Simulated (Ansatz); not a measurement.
Run this with the Ansatz DFT code, driven from Python and show what comes out.

Script `pa.py`:
```python
# -*- coding: utf-8 -*-
'''Proton affinity of C2H2O at one site.'''

import ansatz as az
import numpy as np


def main():
    system = (
        az.Crystal.molecule()
        .atom('C', [-0.331, 0.2383, -0.246])
        .atom('C', [0.5164, -0.4199, 0.3567])
        .atom('O', [1.3029, -1.0503, 0.9015])
        .atom('H', [-1.1621, -0.1924, -0.7077])
        .atom('H', [-0.2763, 1.3506, -0.3459])
    )

    setup = system.calculation().basis(gaussian='cc-pVDZ').functional('B3LYP')
    symbols = [site.symbol for site in system.cartesian_sites]
    start = np.array([site.position_ang for site in system.cartesian_sites], dtype=float)
    summary = setup.relax(force_tolerance=0.01, max_steps=100).run(threads=1).report
    end = np.array(summary['positions_ang'])

    # start the new hydrogen opposite the existing bonds
    away = sum((end[2] - end[j]) / np.linalg.norm(end[2] - end[j]) for j in [1]) + np.array([0.15, 0.1, -0.2])
    proton = end[2] + 1.0 * away / np.linalg.norm(away)
    acid = az.Crystal.molecule()
    for symbol, place in zip(symbols, end):
        acid = acid.atom(symbol, place.tolist())
    acid = acid.atom('H', proton.tolist())
    protonated = (
        acid.calculation()
        .basis(gaussian='cc-pVDZ')
        .functional('B3LYP')
        .charge(1)
        .relax(force_tolerance=0.01, max_steps=80)
    )
    after = protonated.run(threads=1).report
    xyz = np.array(after['positions_ang'])
    reach = np.linalg.norm(xyz[:-1] - xyz[-1], axis=1)
    print(f'base {summary["free_energy_ev"]:.5f} eV, protonated {after["free_energy_ev"]:.5f} eV')
    print(f'the proton ends {reach.min():.3f} A from {symbols[reach.argmin()]}{reach.argmin()}')
    print(f'electronic proton affinity {96.485332 * (summary["free_energy_ev"] - after["free_energy_ev"]):.1f} kJ/mol')


if __name__ == '__main__':
    main()
```

Output of `python pa.py`:
```text
base -4152.78195 eV, protonated -4159.83735 eV
the proton ends 0.993 A from O2
electronic proton affinity 680.7 kJ/mol
```

Reading the output:
- Total energies depend on the basis set; only differences at equal settings carry meaning.
- The proton is put on one chosen atom, which needn't be the most basic site, so the molecule's proton affinity can be higher; the ends are stationary points, not checked by frequencies, and zero-point and thermal terms count only where printed.
- b3lyp holds the VWN-RPA fit, as in Gaussian; the form of ORCA and Turbomole is b3lyp5.
- The whole script took 25 s on 1 thread of Arm Neoverse V1, with other jobs on the host, peak memory 0.18 GiB.

(A comment or docstring line of the script was reworded after the run, the code is as it ran; lines on the test bed's own set-up are left out of the output.)
